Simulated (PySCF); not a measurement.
This PySCF input (HF/pcseg-2) gives -1.13317 Eh with 28 basis functions.

```python
import numpy as np, basis_set_exchange as bse
from pyscf import gto, scf, dft, df

basis = {'H': gto.basis.parse(bse.get_basis('pcseg-2', elements=['H'], fmt='nwchem'))}
mol = gto.M(
    atom='''
    H    -0.00000000   -0.00000000   -0.37201156
    H     0.00000000    0.00000000    0.37201156
    ''',
    basis=basis,
    charge=0,
    verbose=4,
    max_memory=8640,
)
mf = scf.RHF(mol)
mf = mf.density_fit(auxbasis=df.autoaux(mol))
mf.conv_tol = 1e-9
mf.max_cycle = 100
print('smallest overlap eigenvalue', np.linalg.eigvalsh(mol.intor('int1e_ovlp'))[0])
mf.kernel()
dip = mf.dip_moment()
```

Change:
```diff
- basis = {'H': gto.basis.parse(bse.get_basis('pcseg-2', elements=['H'], fmt='nwchem'))}
+ basis = {'H': gto.basis.parse(bse.get_basis('cc-pVDZ', elements=['H'], fmt='nwchem'))}
```

What does the run give now?

-1.12874 Eh (HF/cc-pVDZ, 10 functions), a change of +4.43 mEh.
